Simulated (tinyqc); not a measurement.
MP2 on RHF in the sto-3g basis, for LiH, spin multiplicity 1, step by step. One step of it, computed by the program tinyqc.

Task: Orthogonalisation. S = U s U^T; symmetric (Loewdin) form X = U s^(-1/2) U^T, so that X^T S X = 1.

overlap S:
```
           1Li 1s    1Li 2s   1Li 2px   1Li 2py   1Li 2pz     2H 1s
1Li 1s   1.000000  0.241137  0.000000  0.000000  0.000000  0.072897
1Li 2s   0.241137  1.000000  0.000000  0.000000  0.000000  0.406021
1Li 2px  0.000000  0.000000  1.000000  0.000000  0.000000  0.000000
1Li 2py  0.000000  0.000000  0.000000  1.000000  0.000000  0.000000
1Li 2pz  0.000000  0.000000  0.000000  0.000000  1.000000  0.520714
2H 1s    0.072897  0.406021  0.000000  0.000000  0.520714  1.000000
```

Give: eigenvalues of S; X.

Result:

eigenvalues of S: 0.3349  0.7984  1.0000  1.0000  1.1684  1.6983

X:
```
          1Li 1s   1Li 2s  1Li 2px  1Li 2py  1Li 2pz    2H 1s
1Li 1s    1.0230  -0.1280   0.0000   0.0000  -0.0036   0.0038
1Li 2s   -0.1280   1.1173   0.0000   0.0000   0.1203  -0.2907
1Li 2px   0.0000   0.0000   1.0000   0.0000   0.0000   0.0000
1Li 2py   0.0000   0.0000   0.0000   1.0000   0.0000   0.0000
1Li 2pz  -0.0036   0.1203   0.0000   0.0000   1.1530  -0.3707
2H 1s     0.0038  -0.2907   0.0000   0.0000  -0.3707   1.2463
```
